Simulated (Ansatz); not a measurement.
Species: C$_{2}$H$_{2}$F, charge 0, doublet. C2H2F (SMILES [CH]=CF, doublet).
B3LYP-D3(BJ)/def2-TZVP minimum from Ansatz (a program for electronic structure):
```
C
C 1 1.3001
F 1 1.3501 2 123.21
H 2 1.0733 1 139.33 3 180.00
H 1 1.0877 2 125.07 4 0.00
```
Charge 0, spin multiplicity 2.

Hartree-Fock and CCSD correlation energies in hartree (Ansatz). Radicals and triplets start from unrestricted determinants; spin-orbit coupling is neglected. Correlated methods leave the cores frozen. No relativity. The UHF reference of C2H2F ([CH]=CF, doublet) is spin-contaminated (<S^2> up to 0.18 over the pure value in the sets run).

```
basis    X       E(HF)  E(corr, CCSD)
-------  -  ----------  -------------
cc-pVTZ  3  -176.30333       -0.55319
cc-pVQZ  4  -176.31690       -0.59076
cc-pV5Z  5  -176.32048       withheld
```

### Question
Fit E(corr) = E∞ + A/X³ to X = 3 and 4, predict X = 5, and compare with the run.

### Answer
A = (-0.55319 - (-0.59076))/(1/27 - 1/64) = 1.7546; E∞ = -0.59076 - A/64 = -0.61818; at X = 5, E∞ + A/125 = -0.60414. The run gave -0.60395, 0.19 mEh above the prediction. The same form on X = 4 and 5 gives E∞ = -0.61779, 0.39 mEh above the first estimate.
